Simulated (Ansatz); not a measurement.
Wavefunction ladder for `NC/C=C\F`

Z-matrix (Å, degrees):
```
C
C 1 1.491
N 1 1.458 2 109.8
H 1 1.098 2 109.6 3 126.5
H 1 1.096 2 108.6 3 -117.2
C 2 1.320 1 125.9 3 -128.8
H 2 1.085 1 117.2 3 49.9
H 3 1.012 1 110.4 2 -175.4
H 3 1.013 1 110.0 2 66.4
F 6 1.342 2 122.7 1 -0.7
H 6 1.083 2 125.3 1 179.5
```

The species carries charge 0 and has multiplicity 1. The structure was optimised at the PBE0-D4/def2-TZVP level. It is one conformer, not always the lowest. Frozen core, restricted reference, the Gaussian-basis code of Ansatz. CBS rows extrapolate triple and quadruple zeta; past MP2 they add the triple-zeta difference.

```json
{"basis": "def2-TZVPP", "HF (Eh)": "-271.06137", "MP2 corr.": "-0.95383", "CCSD corr.": "-0.98675", "(T)": "-0.03853", "CCSD(T) total": "-272.08665"}
{"basis": "def2-QZVPP", "HF (Eh)": "-271.07389", "MP2 corr.": "-1.02500", "CCSD corr.": "–", "(T)": "–", "CCSD(T) total": "–"}
{"basis": "CBS(def2)", "HF (Eh)": "-271.07562", "MP2 corr.": "-1.07771", "CCSD corr.": "-1.11064", "(T)": "as TZ", "CCSD(T) total": "-272.22479"}
```
